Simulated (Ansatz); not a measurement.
**doublet F2(+): levels of theory in one basis**

```yaml
atoms:
  - { symbol: F, position_ang: [0.0000, 0.0000, 0.0000] }
  - { symbol: F, position_ang: [0.0000, 0.0000, 1.4542] }
```

Basis set: def2-SVP (spherical functions). Frozen core: 2 orbitals. Correlation on ROHF uses semicanonical orbitals with singles. Charge 1, multiplicity 2.

Computed with Ansatz (development build ahead of 0.2.0); each method stands on the lowest determinant of its kind that the runs found.

```tsv
method	E − E(ROHF) (eV)	<S²> of the determinant
ROHF	0.00	0.75
UHF	-0.62	1.18
ROHF-MP2	-9.10	–
UHF-MP2	-8.53	1.18
ROHF-CCSD(T)	-10.97	–
UHF-CCSD(T)	-10.98	1.18
```

Task: Is a single determinant a sound starting point here?

Result: It is doubtful. Unrestricted orbitals lower Hartree–Fock by 0.62 eV and <S²> is 1.18 where a pure state has 0.75, a sign of strong static correlation.

Caution: the determinant may break the point group. Caution for ROHF, ROHF-MP2, ROHF-CCSD(T): an unrestricted determinant lies well below. Caution for UHF, UHF-MP2, UHF-CCSD(T): the unrestricted determinant is spin contaminated. Caution for ROHF-MP2, UHF-MP2: MP2 on this radical cation hangs on the determinant chosen; another reference gives a lower total.
